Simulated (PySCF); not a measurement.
C3H5N3.
SMILES with atom numbers: `[CH3:1][n:2]1[cH:3][n:4][cH:5][n:6]1` (hydrogens: H7, H8, H9 on C1; H10 on C3; H11 on C5)

The closed-shell ground state was solved at several levels (PySCF, density fitting, gas phase, non-relativistic). Geometry: PBE0-D3(BJ)/def2-SVP; no solvent, vibrations or thermal averaging.

| level | basis functions | total energy (Eh) | HOMO (eV) | LUMO (eV) | gap (eV) | dipole (D) |
| --- | --- | --- | --- | --- | --- | --- |
| PBE0/cc-pVTZ | 250 | -281.3400 | -7.58 | 0.18 | 7.76 | 3.28 |
| PBE0/aug-cc-pVDZ | 183 | -281.2845 | -7.65 | -0.20 | 7.45 | 3.34 |
| PBE0/IGLO-III | 260 | -281.3525 | -7.65 | 0.01 | 7.66 | 3.35 |
| PBE0/cc-pVDZ | 109 | -281.2668 | -7.44 | 0.41 | 7.85 | 3.26 |

Problem. Estimate the row for PBE0/pcSseg-0, a basis of 64 functions; the other rows only guide the guess.

Solution. Total energy -280.5577 Eh, HOMO -7.78 eV, LUMO 0.03 eV, gap 7.81 eV, dipole 3.69 D.

Problem. Over all these levels, which gives the widest orbital gap and which the narrowest?

Solution. PBE0/cc-pVDZ has the widest, 7.85 eV, and PBE0/aug-cc-pVDZ the narrowest, 7.45 eV. From the narrowest to the widest the HOMO moves by +0.21 eV and the LUMO by +0.61 eV.

Problem. How much does the basis alone move the frontier levels among the 5 PBE0 rows (the withheld one included)?

Solution. The HOMO by 0.34 eV and the LUMO by 0.61 eV. By rising basis size (HOMO, LUMO in eV): pcSseg-0 -7.78, 0.03; cc-pVDZ -7.44, 0.41; aug-cc-pVDZ -7.65, -0.20; cc-pVTZ -7.58, 0.18; IGLO-III -7.65, 0.01.

Problem. How far do the dipole and the HOMO energy spread over the levels?

Solution. The dipole runs from 3.26 to 3.69 D (mean 3.38 D) and the HOMO from -7.78 to -7.44 eV.
